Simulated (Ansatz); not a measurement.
Input file:

```yaml
crystal:
  periodic: [false, false, false]
  atoms:
    - {symbol: C, position_ang: [0.000000, 0.000000, 0.000000]}
    - {symbol: H, position_ang: [0.951042, 0.012091, -0.000203]}
    - {symbol: H, position_ang: [-0.485992, 0.817578, -0.002438]}
    - {symbol: H, position_ang: [-0.465050, -0.829668, 0.002641]}
basis:
  gaussian: {orbitals: cc-pVDZ}
total_charge: 1
correlation: {method: fic_mrcisd_q, electrons: outside_noble_gas, active_space: {window: {electrons: 6, orbitals: 7}, shells: [{species: C, l: s, shell: 2}, {species: C, l: p, shell: 2}, {species: H, l: s, shell: 1}]}}
```

```sh
$ ansatz run in.yaml --threads 1 --pin off --events-out ev --progress --plain --max-ram 2393MiB
```

Output:

```
521 factors; integrals over basis functions are off by at most 1.9e-7 eV
mean field evaluation 1: about -1065.7412 eV, gradient 1.4e1 eV
mean field evaluation 2: about -1065.7399 eV, gradient 1.4e1 eV
mean field evaluation 4: about -1066.2322 eV, gradient 5.5e-1 eV
mean field evaluation 8: about -1066.2332 eV, gradient 3.8e-7 eV
mean field -1066.23324326 eV, -39.1833489710 hartree, gradient 1.8e-6 eV, S^2 0.000000; 0 other end points of the search recorded, 0 dependent functions left out
reference -1066.23324326 eV, -39.1833489710 hartree; 4, 4 occupied and 25, 25 virtual orbitals, 521 factors
state -1067.65641337 eV, -39.2356495078 hartree
contracted CI cycle   1: correlation 0.00000000 eV, 0.0000000000 hartree, residual 1.28e1 eV
contracted CI cycle   2: correlation -1.78773593 eV, -0.0656980837 hartree, residual 2.73e0 eV
contracted CI cycle   3: correlation -1.86459362 eV, -0.0685225517 hartree, residual 5.42e-1 eV
contracted CI cycle   4: correlation -1.86753059 eV, -0.0686304834 hartree, residual 1.23e-1 eV
contracted CI cycle   5: correlation -1.86767383 eV, -0.0686357473 hartree, residual 2.82e-2 eV
contracted CI cycle   6: correlation -1.86768127 eV, -0.0686360206 hartree, residual 6.76e-3 eV
contracted CI cycle   7: correlation -1.86768165 eV, -0.0686360348 hartree, residual 1.55e-3 eV
contracted CI cycle   8: correlation -1.86768167 eV, -0.0686360356 hartree, residual 3.23e-4 eV
state -1067.65641337 eV, -39.2356495078 hartree; corrected -1069.56920208 eV, -39.3059431965 hartree
Total energy: -1069.56920208 eV, -39.3059431965 hartree
Checks for a lower state left out: starts, orbital_swaps
```

Natural occupations: 1.9883 1.9862 1.9809 0.0119 0.0119 0.0105 0.0103.

For the same geometry and basis full CI lies 4.3 meV lower.

Ran on 1 thread of Arm Neoverse V1, shared host: 1.1 s wall, 0.15 GiB peak host memory.
